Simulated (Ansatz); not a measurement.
**C₂H₅Si radical: a ladder of functionals and wavefunction methods**

An exercise on one series of results from a longer session: the logs are not shown, and one member is left open.

Program: Ansatz 0.2.0, Gaussian basis. Level of theory: functionals in def2-TZVPP, the program's frozen cores in correlated methods. These are calculated values, not measurements.

Levels to be run: LDA (SPW92), PBE-D4, revPBE-D4, BLYP-D4, r2SCAN-D4, B97M-V, PBE0-D4, B3LYP-D4, r2SCANh-D4, r2SCAN0-D4, HSE06-D4, BHLYP-D4, CAM-B3LYP-D4, LC-ωPBE, ωB97X-V, ωB97M-V, B2PLYP, PBE-QIDH; CCSD(T)/def2-SVP; CCSD(T)/def2-TZVPP; CCSD(T)/def2-QZVPP; extrapolation to the limit; RPA on PBE.

### Structure used throughout

An earlier PBE0-D4 in a triple-zeta def2 set relaxation fixed the geometry.

SMILES `C=C[SiH2]`, 8 atoms, charge 0, spin multiplicity 2.

Atoms are counted from 1 here; the program's logs count them from 0.

Bond lengths: C1–C2 1.338 Å, C1–H4 1.086 Å, C1–H5 1.086 Å, C2–Si3 1.837 Å, C2–H6 1.089 Å, Si3–H7 1.488 Å, Si3–H8 1.487 Å. Angles: C2–C1–H4 121.8°, C2–C1–H5 122.0°, H4–C1–H5 116.2°, C1–C2–Si3 124.1°, C1–C2–H6 118.0°, Si3–C2–H6 117.8°, C2–Si3–H7 112.1°, C2–Si3–H8 113.3°, H7–Si3–H8 112.2°.

Set-up of the first run:

in.yaml

```yaml
crystal:
  periodic: [false, false, false]
  atoms:
    - {symbol: C, position_ang: [-0.408592, 0.930223, -0.877907]}
    - {symbol: C, position_ang: [-0.357729, 0.348917, 0.326561]}
    - {symbol: Si, position_ang: [0.886379, -0.913491, 0.807621]}
    - {symbol: H, position_ang: [0.266232, 0.644939, -1.679888]}
    - {symbol: H, position_ang: [-1.128955, 1.708378, -1.111654]}
    - {symbol: H, position_ang: [-1.056658, 0.689200, 1.089165]}
    - {symbol: H, position_ang: [1.531546, -1.544062, -0.375104]}
    - {symbol: H, position_ang: [0.359978, -1.921203, 1.765406]}
basis:
  gaussian: {orbitals: def2-TZVPP}
magnetization: {spin_polarized: true, initial_magnetization: 1}
hamiltonian: {xc: lda}
output: {orbitals: {seedname: orbitals}}
```

Launch:

```
> ansatz run in.yaml --threads 2 --pin off --events-out ev --progress --plain --max-ram 32768MiB --backend cpu
```

Among the steps run: LDA; PBE-D4 (GGA); revPBE-D4 (GGA); BLYP-D4 (GGA); r2SCAN-D4 (meta-GGA); B97M-V (meta-GGA); B3LYP-D4 (hybrid); r2SCANh-D4 (hybrid); r2SCAN0-D4 (hybrid); HSE06-D4 (hybrid); BHLYP-D4 (hybrid); CAM-B3LYP-D4 (range-separated); LC-ωPBE (range-separated); ωB97X-V (range-separated); ωB97M-V (range-separated); B2PLYP (double hybrid); PBE-QIDH (double hybrid).

One table of the session follows, with a row left open; its other results are not shown here.

It belongs to the step «Frontier levels by functional». 

| functional | HOMO (eV) | LUMO (eV) | gap (eV) |
| --- | --- | --- | --- |
| LDA (SPW92) | -4.74 | -3.71 | 1.03 |
| PBE-D4 | -4.76 | -3.28 | 1.48 |
| revPBE-D4 | -4.74 | -3.14 | 1.60 |
| BLYP-D4 | -4.52 | -3.27 | 1.25 |
| r2SCAN-D4 | -5.08 | -2.81 | 2.27 |
| B97M-V | -4.82 | -3.35 | 1.47 |
| PBE0-D4 | -5.76 | -2.33 | 3.42 |
| B3LYP-D4 | -5.47 | -2.70 | 2.77 |
| r2SCANh-D4 | -5.45 | -2.49 | 2.96 |
| r2SCAN0-D4 | -6.01 | -2.02 | 3.99 |
| HSE06-D4 | ? | ? | ? |
| BHLYP-D4 | -6.55 | -1.47 | 5.08 |
| CAM-B3LYP-D4 | -6.88 | -1.42 | 5.46 |
| LC-ωPBE | -8.30 | -0.04 | 8.27 |
| ωB97X-V | -7.76 | -0.54 | 7.22 |
| ωB97M-V | -7.44 | -0.68 | 6.76 |

Estimate the missing values for HSE06-D4.

As computed: HOMO (eV): -5.36; LUMO (eV): -2.71; gap (eV): 2.65. In the column «HOMO (eV)» it lies between r2SCANh-D4 (-5.45) and r2SCAN-D4 (-5.08).
